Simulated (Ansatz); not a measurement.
**BH2+ (triplet): from Hartree-Fock to the top rungs at scale of all distances = 2.383, aug-cc-pVTZ**

An exercise on one series of results from a longer session: the logs are not shown, and one member is left open.

Computed with Ansatz 0.2.0, Gaussian basis. Level: aug-cc-pVTZ, core rule «outside noble gas», up to 1 orbitals frozen.

Plan: UHF; CCSD(T) on ROHF; CCSD(T) on UHF; BCCD(T) on ROHF; CCSDT(Q) on ROHF; CCSDT(Q) on UHF; CASSCF and NEVPT2, 4 electrons in 6 orbitals; Full CI.

15 further runs of the same task are left out: 11 that didn't finish, 4 set aside as unsound or not needed.

## The system

The geometry derives from a PBE0/def2-TZVP stationary point (not a proven minimum). All distances are scaled together.

3 atoms, charge 1, spin multiplicity 3.

Atoms are counted from 1 here; the program's logs count them from 0.

No contacts short enough for the rule that draws bonds.

The first run:

Input file in.yaml:

```yaml
crystal:
  periodic: [false, false, false]
  atoms:
    - {symbol: B, position_ang: [0.000000, 0.000000, -0.403622]}
    - {symbol: H, position_ang: [0.000000, 1.693255, 2.164590]}
    - {symbol: H, position_ang: [0.000000, -1.693255, 2.164590]}
basis:
  gaussian: {orbitals: aug-cc-pVTZ}
total_charge: 1
magnetization: {spin_polarized: true, initial_magnetization: 2}
hamiltonian: {xc: hf}
output: {orbitals: {seedname: orbitals}}
```

The run is started by

```console
ansatz run in.yaml --threads 1 --pin off --events-out ev --progress --plain --max-ram 2393MiB
```

Steps of the session up to this table: UHF; CCSD(T) on ROHF; CCSD(T) on UHF; BCCD(T) on ROHF; CCSDT(Q) on ROHF; CCSDT(Q) on UHF; CASSCF and NEVPT2, 4 electrons in 6 orbitals; Full CI.

One of the session's tables, all rows but one given; the rest of the session is left out.

```
        method  from FCI (meV)
          ROHF         +1675.3
           UHF         +1667.3
          RMP2          +655.7
          UMP2               ?
         RCCSD            +6.5
         UCCSD            +6.5
      RCCSD(T)            +1.7
      UCCSD(T)            +1.7
       BCCD(T)            +1.7
        RCCSDT             0.0
        UCCSDT             0.0
     RCCSDT(Q)             0.0
     UCCSDT(Q)             0.0
CASSCF valence          +113.7
NEVPT2 valence           +34.7
           FCI               0
```

Q: Estimate the row for UMP2 from the others.

**Answer.** from FCI (meV): +680.8. In the column «from FCI (meV)» it lies between RMP2 (+655.7) and UHF (+1667.3).

Caveats from the session: Levels on UHF freeze UHF's core orbitals, full CI those of ROHF, so the U rows can settle a little off it for that reason alone. Restricted and unrestricted rows rest on different reference determinants; where their highest levels disagree by more than a few hundredths of an eV, they describe different states and don't form one ladder.
